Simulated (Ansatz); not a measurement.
Relaxing KSr3

Level of theory: DFT r2SCAN, scalar-relativistic, plane waves, PAW in Ansatz.

The start is a database structure of KSr3, space group Pm-3m (No. 221).

The final relaxation ran on this input, with the default PAW datasets:

```yaml
crystal:
  lattice:
    - [6.152297, 0.0, 0.0]
    - [0.0, 6.152297, 0.0]
    - [0.0, 0.0, 6.152297]
  atoms:
    - { symbol: K, position: [0.0, 0.0, 0.0] }
    - { symbol: Sr, position: [0.5, 0.0, 0.5] }
    - { symbol: Sr, position: [0.0, 0.5, 0.5] }
    - { symbol: Sr, position: [0.5, 0.5, 0.0] }
basis:
  ecutwfc: 500
kpoints:
  mp_grid: { grid: [8, 8, 8] }
hamiltonian:
  xc: r2scan
scf:
  occupations: { method: gaussian, width: 0.1 }
output:
  forces: true
  stress: true
  eigenvalues: true
relax:
  adjacent_minimum: "off"
  f_tol: 0.01
  max_steps: 80
  cell: { stress_tol: 0.05 }
```

Launched as:

```bash
ansatz run input.yaml --threads 1 --pin off --max-ram 2560MiB --backend cpu --events-out ev --progress --plain --runs-dir out
```

It took 2.6 min on 1 thread of Intel(R) Xeon(R) Platinum 8259CL CPU @ 2.50GHz (Skylake/Cascade Lake), with other jobs on the host, peak memory 1.1 GiB.

End of the output:

```
SCF converged after 6 iterations
Free energy (F): -12207.396986 eV
Harris-Foulkes:  -12207.396986 eV  (|F-HF|=9.09e-12)
Internal energy: -12207.374647 eV  (E = F + TS)
E sigma→0 (E₀):  -12207.385816 eV
Entropy (-TS):   -0.022339 eV (-5.585 meV/atom)
Fermi energy:    4.026990 eV
--- Per-component energies (eV) ---
  E_band       = -592.695321
  E_kinetic    = 975.843273
  E_local      = -3089.168419  (includes V_loc(G=0)·N_el)
  E_nonlocal   = 619.491213
  E_hartree    = 858.837796
  E_xc         = -614.549435
  E_vxc        = -705.190184  (∫ρ·V_xc dr)
  E_paw        = -8935.151614  (= ΣΔE_a)
  E_vpaw       = -150.425012  (= ΣTr[D̂ρ^β])
  E_aug_tail   = -0.000004  (compensation charges beyond the density's cutoff)
  E_vtau       = 39.078173  (kinetic-family band-sum trace: ∫τ·v_τ [+ j·A + Jᵃ·Aᵃ] dr)
  E_ewald      = -2022.043162
  E_core_change = -0.634295  (= ΣΔE_core)
  E_smearing   = -0.022339  (= −TS)
  E_closure    =  0.000000  (closes the sum)
  Σ components = -12207.396986   (vs F -12207.396986, Δ=0.00e0)
--- Forces (eV/Å), atoms counted from 1 ---
  atom   1  K      0.00000000     0.00000000     0.00000000
  atom   2  Sr     0.00000000     0.00000000     0.00000000
  atom   3  Sr     0.00000000     0.00000000     0.00000000
  atom   4  Sr     0.00000000     0.00000000     0.00000000
  max |Σ_I F_I| component: 5.28e-30 eV/Å
--- Stress (GPa, compression-positive) ---
        0.006584       0.000000       0.000000
        0.000000       0.006584       0.000000
        0.000000       0.000000       0.006584
  P = ⅓ Tr σ = 0.0066 GPa (0.066 kbar)
--- Relaxed structure (3 steps of the walk, 3 accepted, 1 SCFs on fresh bases) ---
  F+E_penalty+E_count = -12207.39698553 eV   max|allowed force component| = 4.341e-30 eV/Å   (the final SCF, on the basis selected at the relaxed cell)
  cell:  # Å, volume = 239.9075 Å³
    - [6.213666, 0.000000, 0.000000]
    - [0.000000, 6.213666, 0.000000]
    - [0.000000, 0.000000, 6.213666]
  atoms:
    - { symbol: K, position: [0.000000, 0.000000, 0.000000] }
    - { symbol: Sr, position: [0.5, 0.000000, 0.5] }
    - { symbol: Sr, position: [0.000000, 0.5, 0.5] }
    - { symbol: Sr, position: [0.5, 0.5, 0.000000] }
```

Total energies depend on the potentials used, so only differences within one code and one set of settings carry meaning.

The result has space group Pm-3m (No. 221). Around K lie 12 Sr at 4.39 Å; around Sr lie 4 K at 4.39 Å and 8 Sr at 4.39 Å.

Against the elements it lies at 0.11 eV/atom. Energies over the elements count from the elements' standard structures at the same level, with no empirical corrections.

For metals, differences of a few meV/atom aren't resolved.

Symmetry constrained the relaxation, so the result can be a saddle point.